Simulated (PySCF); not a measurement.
## Molecular orbitals of AlH

PBE0 at R = 1.665 Å; PySCF, no relativity, basis sets Al def2-TZVPPD, H def2-TZVPPD. State: ¹Σ⁺ (singlet), closed shell. Only the outer orbitals are listed, counted within each symmetry.

```tsv
orbital	occ.	ε (eV)	on Al (%)	main shells (%)
4σ	2	-10.20	64	58 Al s, 36 H s
5σ	2	-5.83	77	39 Al p, 35 Al s, 24 H s
2π	0	-1.80	99	99 Al p
2π	0	-1.80	99	99 Al p
6σ	0	0.59	98	96 Al s
```

**Question.** Which are the highest filled and the lowest empty level, where do they sit, and how wide is the gap?

**Answer.** Highest filled 5σ at -5.83 eV (in %: 39 Al p, 35 Al s, 24 H s); lowest empty 2π at -1.80 eV (in %: 99 Al p); the gap at PBE0 is 4.03 eV.

| Quantity | Value |
| --- | --- |
| bond order (Mayer) | 0.91 |
| ⟨S²⟩ | 0.000 |
| charge on Al (Mulliken, basis-dependent) | 0.19 |
| charge on Al (Löwdin, basis-dependent) | 0.36 |
| dipole moment (positive dipole means Al(−)H(+)) | -0.12 D |
| polarisability along the bond | 51.1 bohr³ |
| polarisability across the bond | 45.6 bohr³ |
